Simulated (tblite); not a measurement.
Compound: nitrogen trifluoride, NF3.
SMILES with atom numbers: `[F:1][N:2]([F:3])[F:4]`

Computed with GFN2-xTB (tblite): harmonic, unscaled wavenumbers at the GFN2-xTB geometry, gas phase. The method is semi-empirical: single wavenumbers can be off by several per cent or more.

Harmonic wavenumbers (cm⁻¹): 444.8, 444.9, 578.0, 810.9, 812.0, 984.0.

A = 10784, B = 10783, C = 5861 MHz; mass 70.998 u (most abundant isotopes); point group C3v, symmetry number 3.

What is the zero-point energy?

½Σν̃ = 2037 cm⁻¹ = 24.37 kJ/mol.

What is S at 200 K and 1 bar for an ideal gas of classical rigid rotors and harmonic oscillators?

Translation 153.72, rotation 84.93, vibration 4.02: S = 242.7 J/(mol K).

And Cp and H(200 K) − H(0)?

Cp = 45.13 J/(mol K), of which vibrations give 11.88 (their classical limit is 6 R = 49.9); H(200 K) − H(0) = 7.28 kJ/mol without the zero-point energy, 0.63 from vibrations.

Which modes carry the vibrational entropy at 200 K?

444.8 cm⁻¹: 1.48; 444.9 cm⁻¹: 1.48; 578.0 cm⁻¹: 0.68; 810.9 cm⁻¹: 0.17; 812.0 cm⁻¹: 0.17; 984.0 cm⁻¹: 0.06 J/(mol K).

What must be added to the electronic energy to get the Gibbs energy at 200 K and 1 bar?

ZPE + [H(200 K) − H(0)] − T·S = 24.37 + 7.28 − 48.53 = -16.88 kJ/mol.

How do the functions run with temperature in this model?

| T (K) | S (J/(mol K)) | Cp (J/(mol K)) | H − H(0) (kJ/mol) | G − H(0) (kJ/mol) | ln q(vib) |
| --- | --- | --- | --- | --- | --- |
| 50 | 192.5 | 33.3 | 1.66 | -7.96 | 0.00 |
| 100 | 215.8 | 34.6 | 3.35 | -18.24 | 0.00 |
| 298.15 | 262.8 | 56.2 | 12.27 | -66.09 | 0.36 |
| 373.15 | 276.2 | 62.5 | 16.74 | -86.31 | 0.62 |
| 500 | 295.5 | 69.6 | 25.16 | -122.61 | 1.13 |
| 750 | 325.3 | 76.3 | 43.53 | -200.40 | 2.15 |
| 1000 | 347.6 | 79.1 | 63.00 | -284.63 | 3.09 |

q(vib) and H(0) count from the zero-point level.

On an Arm Neoverse V1 with one thread, no GPU, shared host, this took under 0.1 s. This covers the Hessian and the dipole derivatives.
